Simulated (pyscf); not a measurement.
H₃C–CH•–SiH₃ -> •H₂C–CH₂–SiH₃ (hydrogen shift; doublet surface; C–H broken, C–H formed). PySCF, gas phase, ωB97X-D3(BJ)/def2-SVP geometries. Energies in kcal/mol from the reactant's lowest minimum found.

```
level                   barrier  reaction energy
----------------------  -------  ---------------
PBE/def2-TZVP              36.9             +2.4
r²SCAN/def2-TZVP           40.2             +2.4
B3LYP-D3(BJ)/def2-TZVP     41.2             +2.6
M06-2X/def2-TZVP           40.8             +2.2
ωB97M-D3(BJ)/def2-TZVP     40.5             +2.4
HF/def2-TZVP               52.3             +3.5
```

The functionals in the table span 4.3 kcal/mol in this barrier, from PBE to B3LYP-D3(BJ). H₃C–CH•–SiH₃ lies 17.7 kcal/mol over its isomer H₃C–SiH•–CH₃ (electronic energy, ωB97M-D3(BJ)/def2-TZVP). •H₂C–CH₂–SiH₃ lies 20.0 kcal/mol over its isomer H₃C–SiH•–CH₃ (electronic energy, ωB97M-D3(BJ)/def2-TZVP). One saddle was located; it need not be the lowest between these sides.
